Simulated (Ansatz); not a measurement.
Species: CH₅N, SMILES `CN` with one electron removed (charge 1, multiplicity 2).

Problem. Give a relaxed geometry from Ansatz (a first-principles code) with PBE0-D4/def2-TZVP.

Solution. the end point of this relaxation (outside a Z-matrix the atoms follow the SMILES, hydrogens last).
Z-matrix (Å, degrees):
```
C
H 1 1.0859
N 1 1.4040 2 111.83
H 3 1.0194 1 122.23 2 0.01
H 3 1.0199 4 116.72 1 -180.00
H 1 1.1057 2 111.59 3 -122.31
H 1 1.1057 2 111.58 6 -115.39
```
